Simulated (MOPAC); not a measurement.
# PM6-DH+ run of C4H10S (isopropyl methyl sulfide)

What is the vertical ionisation energy of C4H10S (isopropyl methyl sulfide) at PM6-DH+? 

The results are computed with MOPAC 23.2.5.

6 further runs of the same task are left out: 1 that didn't finish, 5 set aside as unsound or not needed.

**1. The system as given**

C4H10S: 15 atoms, total charge 0, spin state singlet. As SMILES, `CSC(C)C`. The shape was relaxed beforehand at PM6-DH+. This is one conformer, not always the lowest.

Bond lengths: C1–S2 1.806 Å, S2–C3 1.837 Å, C3–C4 1.518 Å, C3–C5 1.518 Å, C1–H6 1.094 Å, C1–H7 1.094 Å, C1–H8 1.098 Å, C3–H9 1.121 Å, C4–H10 1.098 Å, C4–H11 1.097 Å, C4–H12 1.099 Å, C5–H13 1.099 Å, C5–H14 1.098 Å, C5–H15 1.097 Å. Some angles: C1–S2–C3 105.5°, S2–C3–C4 110.2°, S2–C3–C5 110.3°, C4–C3–C5 113.1°, S2–C1–H6 111.9°, S2–C1–H7 111.9°, S2–C1–H8 107.3°, S2–C3–H9 102.9°, C4–C3–H9 109.9°, C5–C3–H9 109.9°.

**2. Vibrational wavenumbers at PM6-DH+**

input.mop

```
FORCE THERMO(298,398,100) PM6-DH+ THREADS=1 AUX(PRECISION=6)
PM6-DH+ frequencies

C     -1.895983 1    -0.800688 1     0.420136 1
S     -0.421941 1    -0.725288 1     1.461392 1
C      0.858589 1     0.108056 1     0.441532 1
C      1.175419 1    -0.724719 1    -0.786888 1
C      0.424207 1     1.522842 1     0.105980 1
H     -2.251525 1     0.196680 1     0.143317 1
H     -1.723823 1    -1.384408 1    -0.489473 1
H     -2.683493 1    -1.296815 1     1.003065 1
H      1.746544 1     0.133164 1     1.125427 1
H      2.033960 1    -0.312794 1    -1.333701 1
H      0.338662 1    -0.764935 1    -1.494761 1
H      1.427645 1    -1.761057 1    -0.523383 1
H      0.141111 1     2.086947 1     1.005247 1
H      1.234335 1     2.080198 1    -0.382725 1
H     -0.434235 1     1.548399 1    -0.576151 1
```

On the command line:

```console
$ mopac input.mop
```

input.out, cut to the lines that bear on the results:

```text
MOPAC v23.2.5
PM6-DH+ CALCULATION RESULTS
[...]
           Empirical Formula: C4 H10 S  =    15 atoms
      MOLECULAR POINT GROUP   :   Cs
[...]
 DIPOLE           X         Y         Z       TOTAL
 POINT-CHG.    -0.571     1.494     0.000     1.599
 HYBRID        -0.639     0.350    -0.001     0.728
 SUM           -1.210     1.843    -0.000     2.205
          GRADIENT NORM =   0.00881
[...]
          ZERO POINT ENERGY      74.772 KCAL/MOL
[...]
 FREQUENCY             9.99         C  1 -- H  6         +28.0% (999.0%)      5.3%
[...]
 FREQUENCY            74.50         C  1 -- H  8         +15.4% (642.5%)      0.0%
[...]
 FREQUENCY          2699.97         C  4 -- H 11         +25.2% ( 51.3%)     99.5%
[...]
 FREQUENCY          2770.36         C  1 -- H  8         +34.2% ( 56.2%)     96.2%
[...]
 FREQUENCY          2786.65         C  5 -- H 15         +17.3% ( 40.1%)     96.3%
[...]
 FREQUENCY          2788.97         C  4 -- H 11         +17.8% ( 40.6%)     95.9%
[...]
   TEMP. (K)   PARTITION FUNCTION   H.O.F.    ENTHALPY  HEAT CAPACITY ENTROPY
                                   KCAL/MOL   CAL/MOLE    CAL/K/MOL  CAL/K/MOL
 298.00  VIB.     0.8405D+03                  3284.7705    20.6524    24.4046
         ROT.     0.1435D+06                   888.2803     2.9808    26.5777
         INT.     0.1207D+09                  4173.0508    23.6332    50.9823
         TRA.     0.8280D+27                  1480.4672     4.9680    39.4078
         TOT.                      -21.427    5653.5180    28.6012    90.3901
 298.00  VIB.     0.8405D+03                  3284.7705    20.6524    24.4046
         ROT.     0.1435D+06                   888.2803     2.9808    26.5777
[...]
           FORCE CONSTANT IN CARTESIAN COORDINATES (Millidynes/A)
    ATOM   CHEMICAL       X               Y               Z
   NUMBER   SYMBOL  FORCE CONSTANT  FORCE CONSTANT  FORCE CONSTANT
      1       C        4.883189        5.991735        5.755079
      2       S        4.290803        3.616943        0.607094
      3       C        6.428966        5.468948        7.611250
      4       C        6.433426        6.448013        7.019062
      5       C        6.438272        6.450736        7.011493
      6       H        1.154822        1.223347        2.863525
      7       H        1.135526        1.209000        2.897169
      8       H        0.981992        3.740685        0.506532
      9       H        4.005541        0.713096        0.775083
     10       H        1.018941        3.651893        0.683665
[...]
 * JOB ENDED NORMALLY *
[...]
```

Wall time 0.28 s (1 thread of Arm Neoverse V1, shared host).

**3. The doublet cation: the energy at PM6-DH+**

job.mop

```
PM6-DH+ 1SCF DOUBLET DISP UHF CHARGE=1 THREADS=1 AUX(PRECISION=6)
C4H10S, PM6-DH+

C     -1.895983 1    -0.800688 1     0.420136 1
S     -0.421941 1    -0.725288 1     1.461392 1
C      0.858589 1     0.108056 1     0.441532 1
C      1.175419 1    -0.724719 1    -0.786888 1
C      0.424207 1     1.522842 1     0.105980 1
H     -2.251525 1     0.196680 1     0.143317 1
H     -1.723823 1    -1.384408 1    -0.489473 1
H     -2.683493 1    -1.296815 1     1.003065 1
H      1.746544 1     0.133164 1     1.125427 1
H      2.033960 1    -0.312794 1    -1.333701 1
H      0.338662 1    -0.764935 1    -1.494761 1
H      1.427645 1    -1.761057 1    -0.523383 1
H      0.141111 1     2.086947 1     1.005247 1
H      1.234335 1     2.080198 1    -0.382725 1
H     -0.434235 1     1.548399 1    -0.576151 1
```

On the command line:

```console
$ mopac job.mop
```

job.out, cut to the lines that bear on the results:

```text
MOPAC v23.2.5
PM6-DH+ CALCULATION RESULTS
[...]
           Empirical Formula: C4 H10 S  =    15 atoms
      MOLECULAR POINT GROUP   :   Cs
[...]
     SCF FIELD WAS ACHIEVED
[...]
                              SUM =        165.14033 KCAL/MOL = FINAL HEAT OF FORMATION
          TOTAL ENERGY            =       -792.93470 EV
          ELECTRONIC ENERGY       =      -3348.21455 EV
          CORE-CORE REPULSION     =       2555.27985 EV
          COSMO AREA              =        134.76 SQUARE ANGSTROMS
          COSMO VOLUME            =        129.38 CUBIC ANGSTROMS
          IONIZATION POTENTIAL    =         15.519076 EV
          ALPHA SOMO LUMO (EV)    =        -15.558 -5.656
          BETA  SOMO LUMO (EV)    =        -15.519 -7.682
          NO. OF ALPHA ELECTRONS  =         16
          NO. OF BETA  ELECTRONS  =         15
          MOLECULAR WEIGHT        =         90.1830         POINT GROUP:  Cs
[...]
              NET ATOMIC CHARGES AND DIPOLE CONTRIBUTIONS
  ATOM NO.   TYPE          CHARGE      No. of ELECS.   s-Pop       p-Pop       d-Pop
    1          C          -0.617443        4.6174     1.12020     3.49725
    2          S           0.694782        5.3052     1.90281     3.22849     0.17392
    3          C          -0.105534        4.1055     1.12064     2.98489
    4          C          -0.497028        4.4970     1.08749     3.40954
    5          C          -0.497063        4.4971     1.08750     3.40957
    6          H           0.234577        0.7654     0.76542
    7          H           0.234551        0.7654     0.76545
    8          H           0.235718        0.7643     0.76428
    9          H           0.189725        0.8103     0.81028
   10          H           0.209505        0.7905     0.79050
   11          H           0.176967        0.8230     0.82303
   12          H           0.177392        0.8226     0.82261
[...]
 DIPOLE           X         Y         Z       TOTAL
 POINT-CHG.    -1.051    -0.826     1.198     1.795
 HYBRID        -0.351     0.025    -0.357     0.501
 SUM           -1.402    -0.801     0.841     1.821
[...]
                    (S**2)  =    0.758381
[...]
 * JOB ENDED NORMALLY *
[...]
```

Run time: 0.04 s. Hardware: 1 thread of Arm Neoverse V1, shared host.

**4. Results**

Level: PM6-DH+.

```
                                          quantity           value
                 run 2, PM6-DH+: heat of formation  -21.4 kcal/mol
        run 2, PM6-DH+: lowest harmonic wavenumber         10 cm⁻¹
       run 2, PM6-DH+: highest harmonic wavenumber       2789 cm⁻¹
                 run 2, PM6-DH+: zero-point energy    312.8 kJ/mol
                      doublet cation: total energy    -29.13981 Eh
        doublet cation: HOMO energy (over α and β)       -15.52 eV
        doublet cation: LUMO energy (over α and β)        -7.68 eV
                 doublet cation: dispersion energy    -3.66 kJ/mol
                 doublet cation: heat of formation  165.1 kcal/mol
                              doublet cation: ⟨S²⟩           0.758
vertical ionisation energy (to the doublet cation)        8.090 eV
```

What this shows: The vertical ionisation energy comes to 8.09 eV (781 kJ/mol). All 39 modes (run 2, PM6-DH+) are real, though the softest (10 cm⁻¹) is within numerical noise.
